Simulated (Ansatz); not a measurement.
# CHNS: the cost of one run

Program: Ansatz 0.2.0. Level of theory: DFT wB97X-V, Gaussian basis cc-pV(T+d)Z, and further levels as typed in the inputs. These are calculated values, not measurements.

## Step 1: The starting structure

Bond lengths: H1–C2 1.060 Å, C2–N3 1.170 Å, N3–S4 1.600 Å. Angles: H1–C2–N3 180.0°, C2–N3–S4 180.0°.

As a file:

```xyz
4

H    -1.7800    0.0000    0.0000
C    -0.7200    0.0000    0.0000
N     0.4500    0.0000    0.0000
S     2.0500    0.0000    0.0000
```

## Step 2: Relaxing the atoms: CHNS

Contents of input.yaml:

```yaml
relax:
  f_tol: 0.001
  max_steps: 200
crystal:
  periodic: [false, false, false]
  atoms:
    - { symbol: H, position_ang: [-1.78, 0.0, 0.0] }
    - { symbol: C, position_ang: [-0.72, 0.0, 0.0] }
    - { symbol: "N", position_ang: [0.45, 0.0, 0.0] }
    - { symbol: S, position_ang: [2.05, 0.0, 0.0] }
basis:
  gaussian: { orbitals: "cc-pV(T+d)Z.json" }
hamiltonian:
  xc: { name: wB97X-V }
output:
  orbitals: {}
```

On the command line:

```console
ansatz run input.yaml --threads 4 --pin off --max-ram 6144MiB --backend cpu --events-out ev --progress --plain --runs-dir out
```

Q: Estimate wall time and peak memory on 4 threads of Arm Neoverse V1, shared host.

About 9.4 s, with a peak of 0.22 GiB.
